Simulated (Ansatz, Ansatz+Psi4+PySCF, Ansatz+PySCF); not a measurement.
```xyz
4

C     0.0000    0.0000    0.0000
H    -0.6291   -0.6291    0.6291
H     0.6291   -0.6291   -0.6291
H    -0.6291    0.6291   -0.6291
```

Basis set: cc-pVTZ (spherical functions). Frozen core: 1 orbital. Correlation on ROHF uses semicanonical orbitals with singles. Charge 0, multiplicity 2.

Computed with Ansatz (development build ahead of 0.2.0); the reference of a correlated method needn't be the lowest determinant of its kind.

Give the atomization energy at this shape (free ground-state atoms in the same class of orbitals less the molecule, no zero-point energy) of doublet CH3 by UHF-CCSD(T), ROHF-MP2.

```
     method  atomization energy
UHF-CCSD(T)     294.87 kcal/mol
   ROHF-MP2     293.11 kcal/mol
```

Caution: the reference determinant was not shown to be the lowest; the shape is not the minimum.
